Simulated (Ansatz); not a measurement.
# Dissociation curves of SiH2 (SMILES [H][Si][H])

SiH2 has 3 atoms, charge 0, and is taken as a singlet. SMILES: `[H][Si][H]`. The coordinates come from a GFN2-xTB relaxation.

```tsv
atom	x (Å)	y (Å)	z (Å)
Si	0.0052	-0.0082	-0.6557
H	1.1102	-0.0200	0.3374
H	-1.1155	0.0282	0.3183
```

The Si1–H3 distance is scanned; the parts on either side stay rigid. Basis cc-pVDZ, 5 core orbitals frozen in the correlated methods; program Ansatz 0.2.0. FCI is exact within this basis and core. Energies in eV from each method's value at 1.485 Å; methods without a U are spin-restricted. The shape above is that at 1.485 Å.

```
distance (Å)  B3LYP  HSE06  CCSD(T)  CCSDT   FCI
       1.485   0.00   0.00     0.00   0.00  0.00
       1.856   0.45   0.47     0.49   0.49  0.49
       2.228   1.43   1.48     1.46   1.45  1.45
       2.970   3.09   3.22     2.72   2.73  2.73
       3.713   4.07   4.25     2.94   3.11  3.11
```

Departure from the FCI curve at its largest: B3LYP +0.96 eV at 3.71 Å; HSE06 +1.14 eV at 3.71 Å; CCSD(T) -0.17 eV at 3.71 Å; CCSDT within 0.005 eV. Restricted functionals keep the electrons paired too, and rise too high.
